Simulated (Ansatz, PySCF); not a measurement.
Species: CH3O, charge 0, doublet. CH3O (SMILES [CH2]O, doublet).
B3LYP-D3(BJ)/def2-TZVP minimum from Ansatz (an electronic-structure program):
```xyz
5

C      0.6856     0.0200    -0.0430
O     -0.6711    -0.1179     0.0029
H     -1.0910     0.7448    -0.0816
H      1.1252     0.9802     0.1938
H      1.2214    -0.9012     0.1227
```
Charge 0, spin multiplicity 2.

Quantity: enthalpy of formation at 298 K (by atomisation, with ideal-gas terms from PySCF's Hessian at B3LYP-D3(BJ)/def2-TZVP and the atoms' measured values of the G2/97 table; no spin-orbit terms), in kcal/mol. Radicals and triplets start from unrestricted determinants; spin-orbit coupling is neglected. CBS(X,Y): correlation extrapolated as X^-3, Hartree-Fock from the larger set (Q,5: extrapolated as (X+1)exp(-9√X)). A bracket is a step between two methods taken in the basis named. The functionals are non-relativistic, so their misses hold any scalar relativity. Double hybrids freeze cores in their MP2 part. 'core' is core correlation in cc-pwCVTZ, 'X2C' scalar relativity in cc-pVTZ-DK, both at CCSD(T). For partners of very few electrons the exact lower level stands in for a higher one.

Measured: -3.8 kcal/mol, -16.1 kJ/mol (Active Thermochemical Tables 1.112 (ions: stationary electron), as tabulated in the package chemicals); atomic spin-orbit terms, which the calculations lack, would raise the computed values.

**Question.** How far off this value is PBE/def2-TZVPD (Ansatz), in which direction, and which of these levels come nearer: r2SCAN/def2-TZVPD, B3LYP/def2-TZVPD, PBE0/def2-TZVPD, wB97M-V/def2-TZVPD, B2PLYP/def2-TZVPD, CCSD(T)/CBS(cc-pVQZ,cc-pV5Z) + core + X2C?

**Answer.** PBE gives -15.1 kcal/mol, 11.3 kcal/mol below it. Errors of the others: r2SCAN/def2-TZVPD (Ansatz) -3.1; B3LYP/def2-TZVPD (Ansatz) -0.3; PBE0/def2-TZVPD (Ansatz) -0.4; wB97M-V/def2-TZVPD (Ansatz) -0.4; B2PLYP/def2-TZVPD (Ansatz) 4.5; CCSD(T)/CBS(cc-pVQZ,cc-pV5Z) + core + X2C (Ansatz) -0.4; CCSD(T)/CBS(cc-pVQZ,cc-pV5Z) + [CCSDT(Q) - CCSD(T)]/cc-pVDZ + core + X2C (Ansatz) -0.9 kcal/mol. Nearer than PBE: r2SCAN/def2-TZVPD, B3LYP/def2-TZVPD, PBE0/def2-TZVPD, wB97M-V/def2-TZVPD, B2PLYP/def2-TZVPD, CCSD(T)/CBS(cc-pVQZ,cc-pV5Z) + core + X2C, CCSD(T)/CBS(cc-pVQZ,cc-pV5Z) + [CCSDT(Q) - CCSD(T)]/cc-pVDZ + core + X2C.
